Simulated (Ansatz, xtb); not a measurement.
System: ketene, C₂H₂O, charge 0, multiplicity 1. 
Geometry from a B3LYP-D3(BJ)/def2-TZVP (Ansatz, a first-principles code) optimisation:
SMILES: C(=C)=O
```xyz
5

C      0.0091     0.0017    -1.2056
C     -0.0008    -0.0001     0.1027
H      0.0282     0.9401    -1.7377
H     -0.0018    -0.9351    -1.7406
O     -0.0096    -0.0018     1.2620
```

Harmonic wavenumbers from GFN2-xTB (xtb, at its own minimum), cm⁻¹: 384, 437, 676, 888, 1198, 1376, 2307, 3140, 3162.

Give the harmonic wavenumbers at B3LYP-D3(BJ)/def2-TZVP (Ansatz, finite differences of forces, unscaled).

445, 553, 595, 993, 1172, 1414, 2218, 3184, 3276 cm⁻¹. Zero-point energy 19.8 kcal/mol.

From these and the geometry, give the ideal-gas thermochemistry at 298.15 K and 1 atm (rigid rotor, harmonic oscillator).

Point group C2v, rotational symmetry number 2. Rotational constants 285.1, 10.34, 9.976 GHz. S(trans) 37.13, S(rot) 18.55, S(vib) 1.97, S(elec, spin only) 0.00, S 57.7 cal/(mol K). H(298) - H(0) 2.80 kcal/mol; G - E(el) 5.4 kcal/mol. Tabulated S at 1 bar: 59.2 cal/(mol K) (CRC Handbook, as tabulated in the package chemicals).
